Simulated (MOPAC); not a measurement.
Job for MOPAC: AM1 on C4H4 (a complex).

```
AM1 1SCF PRECISE CHARGE=0 THREADS=1
C4H4

C     -0.59870189 1    -0.07938388 1    -2.33488705 1
H     -1.66070689 1    -0.07934088 1    -2.34080805 1
C      0.61313711 1    -0.07947788 1    -2.33165805 1
H      1.67516311 1    -0.07960688 1    -2.33185405 1
C     -0.00525489 1     0.06030312 1     1.72786895 1
H     -0.00186089 1     0.02656812 1     0.66457195 1
C     -0.00919189 1     0.09859312 1     2.93933495 1
H     -0.01245789 1     0.13196912 1     4.00024595 1
```

It printed:

```
*******************************************************************************
 **                                                                           **
 **                              MOPAC v23.2.5                                **
 **                                                                           **
 *******************************************************************************
 ** MOPAC's Digital Object Identifier: https://doi.org/10.5281/zenodo.6511958 **
 **                                                                           **
 ** Please cite the open-source release paper for use of this MOPAC version:  **
 ** J. E. Moussa and J. J. P. Stewart (2026)                                  **
 ** MOPAC: An open-source semiempirical molecular orbital program             **
 ** J. Open Source Softw., 11(119), 8025, https://doi.org/10.21105/joss.08025 **
 *******************************************************************************

                              AM1 CALCULATION RESULTS

 *******************************************************************************
 *  AM1        - The AM1 Hamiltonian to be used
 *
 *
 *
 *                 CHARGE ON SYSTEM = 0
 *
 *
 *
 *  PRECISE    - TIGHTER CRITERIA TO BE USED
 *  1SCF       - DO 1 SCF AND THEN STOP
 *  THREADS=1  - MULTI-THREADING NOT USED
 *  T=         - A TIME OF 172800.0 SECONDS REQUESTED
 *  DUMP=N     - RESTART FILE WRITTEN EVERY 7200.0 SECONDS REQUESTED
 *******************************************************************************
AM1 1SCF PRECISE CHARGE=0 THREADS=1
 C4H4

   ATOM   CHEMICAL          X               Y               Z
  NUMBER   SYMBOL      (ANGSTROMS)     (ANGSTROMS)     (ANGSTROMS)

     1       C         -0.59870189  *  -0.07938388  *  -2.33488705  *
     2       H         -1.66070689  *  -0.07934088  *  -2.34080805  *
     3       C          0.61313711  *  -0.07947788  *  -2.33165805  *
     4       H          1.67516311  *  -0.07960688  *  -2.33185405  *
     5       C         -0.00525489  *   0.06030312  *   1.72786895  *
     6       H         -0.00186089  *   0.02656812  *   0.66457195  *
     7       C         -0.00919189  *   0.09859312  *   2.93933495  *
     8       H         -0.01245789  *   0.13196912  *   4.00024595  *



          CARTESIAN COORDINATES

    NO.       ATOM           X           Y           Z

     1         C         -0.5987     -0.0794     -2.3349
     2         H         -1.6607     -0.0793     -2.3408
     3         C          0.6131     -0.0795     -2.3317
     4         H          1.6752     -0.0796     -2.3319
     5         C         -0.0053      0.0603      1.7279
     6         H         -0.0019      0.0266      0.6646
     7         C         -0.0092      0.0986      2.9393
     8         H         -0.0125      0.1320      4.0002

  H: (AM1): M.J.S. DEWAR ET AL, J. AM. CHEM. SOC. 107 3902-3909 (1985)
  C: (AM1): M.J.S. DEWAR ET AL, J. AM. CHEM. SOC. 107 3902-3909 (1985)

           Empirical Formula: C4 H4  =     8 atoms



      MOLECULAR POINT GROUP   :   C2v


      RHF CALCULATION, NO. OF DOUBLY OCCUPIED LEVELS = 10


 -------------------------------------------------------------------------------
 AM1 1SCF PRECISE CHARGE=0 THREADS=1
 C4H4



     1SCF WAS SPECIFIED, SO BFGS WAS NOT USED
     SCF FIELD WAS ACHIEVED


                              AM1 CALCULATION
                                                       MOPAC v23.2.5 Linux




          FINAL HEAT OF FORMATION =        110.11849 KCAL/MOL =     460.73574 KJ/MOL


          COSMO AREA              =        126.21 SQUARE ANGSTROMS
          COSMO VOLUME            =        103.75 CUBIC ANGSTROMS

          IONIZATION POTENTIAL    =         11.309305 EV
          HOMO LUMO ENERGIES (EV) =        -11.309  1.858
          NO. OF FILLED LEVELS    =         10
          MOLECULAR WEIGHT        =         52.0756         POINT GROUP:  C2v

          MOLECULAR DIMENSIONS (Angstroms)

            Atom       Atom       Distance
            H     8    H     4     6.55655
            H     2    H     8     3.22577
            H     6    C     1     0.00596


          SCF CALCULATIONS        =          1





   ATOM   CHEMICAL          X               Y               Z
  NUMBER   SYMBOL      (ANGSTROMS)     (ANGSTROMS)     (ANGSTROMS)

     1       C         -0.59870189  *  -0.07938388  *  -2.33488705  *
     2       H         -1.66070689  *  -0.07934088  *  -2.34080805  *
     3       C          0.61313711  *  -0.07947788  *  -2.33165805  *
     4       H          1.67516311  *  -0.07960688  *  -2.33185405  *
     5       C         -0.00525489  *   0.06030312  *   1.72786895  *
     6       H         -0.00186089  *   0.02656812  *   0.66457195  *
     7       C         -0.00919189  *   0.09859312  *   2.93933495  *
     8       H         -0.01245789  *   0.13196912  *   4.00024595  *

                             CARTESIAN COORDINATES

   1    C       -0.598701890    -0.079383880    -2.334887050
   2    H       -1.660706890    -0.079340880    -2.340808050
   3    C        0.613137110    -0.079477880    -2.331658050
   4    H        1.675163110    -0.079606880    -2.331854050
   5    C       -0.005254890     0.060303120     1.727868950
   6    H       -0.001860890     0.026568120     0.664571950
   7    C       -0.009191890     0.098593120     2.939334950
   8    H       -0.012457890     0.131969120     4.000245950


           Empirical Formula: C4 H4  =     8 atoms



      MOLECULAR POINT GROUP   :   C2v


                  EIGENVALUES
 -32.89045 -32.65989 -20.75790 -20.58496 -15.56740 -15.38874 -11.48862 -11.48156
 -11.31110 -11.30930   1.85801   1.87291   2.04070   2.04227   3.44977   3.61505
   5.00380   5.16847   6.61396   6.79318


              NET ATOMIC CHARGES AND DIPOLE CONTRIBUTIONS

  ATOM NO.   TYPE          CHARGE      No. of ELECS.   s-Pop       p-Pop
    1          C          -0.222293        4.2223     1.26635     2.95594
    2          H           0.222597        0.7774     0.77740
    3          C          -0.222285        4.2223     1.26635     2.95593
    4          H           0.222597        0.7774     0.77740
    5          C          -0.219721        4.2197     1.26766     2.95206
    6          H           0.224733        0.7753     0.77527
    7          C          -0.225682        4.2257     1.26550     2.96018
    8          H           0.220052        0.7799     0.77995
 DIPOLE           X         Y         Z       TOTAL
 POINT-CHG.     0.000    -0.003    -0.078     0.078
 HYBRID        -0.000     0.000     0.003     0.003
 SUM            0.000    -0.003    -0.075     0.075


          ATOMIC ORBITAL ELECTRON POPULATIONS

     Atom    s        px        py        pz
    1  C   1.26635   0.95621   1.00000   0.99973
    2  H   0.77740
    3  C   1.26635   0.95619   1.00000   0.99974
    4  H   0.77740
    5  C   1.26766   0.99776   0.99740   0.95690
    6  H   0.77527
    7  C   1.26550   1.00224   1.00251   0.95542
    8  H   0.77995

 **********************
 *                    *
 * JOB ENDED NORMALLY *
 *                    *
 **********************




 == MOPAC DONE ==
```

The run finished.

Cost: around 0.020 core-seconds (rough).
